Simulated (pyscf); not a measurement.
•H₂C–CH₂–NH₂ (SMILES [CH2]CN) → H₃C–CH•–NH₂ (SMILES C[CH]N), a hydrogen shift (doublet surface; C–H broken, C–H formed). Single points on ωB97X-D3(BJ)/def2-SVP structures (PySCF, gas phase). Correlated levels are frozen-core, on RHF or UHF. ΔMP2 is the change of the MP2 total energy from the triple- to the quadruple-zeta basis. Energies in kcal/mol from the reactant's lowest minimum found.

Small-basis levels: PySCF, no dispersion term, spherical d functions. Open shells are spin-unrestricted. 

Task: Quick HF/6-31G* single points give ΔE‡ = 55.6 kcal/mol and ΔE = -7.5 kcal/mol. What does CCSD(T)/def2-TZVPP + ΔMP2(QZVPP) give, and how far is the quick result from it?

Result: CCSD(T)/def2-TZVPP + ΔMP2(QZVPP) gives ΔE‡ = 39.6 kcal/mol and ΔE = -9.9 kcal/mol. HF/6-31G* lies 16.1 kcal/mol over it in the barrier and 2.4 kcal/mol over it in the reaction energy, so on this step it does not hold to within 3.0 kcal/mol. CCSD(T)/def2-TZVPP + ΔMP2(QZVPP) has limits of its own. The same reactants have a lower exit, to H₂C=CH₂ + NH₂• (no saddle counted: cutting one bond, which may have a small barrier of its own, costs +23.8 kcal/mol at ωB97M-D3(BJ)/def2-TZVP, against +37.9 kcal/mol here). This is the saddle that the search found; another between the same sides may lie lower. The CCSD(T) − MP2 part came from Ansatz, without density fitting, on the same reference.
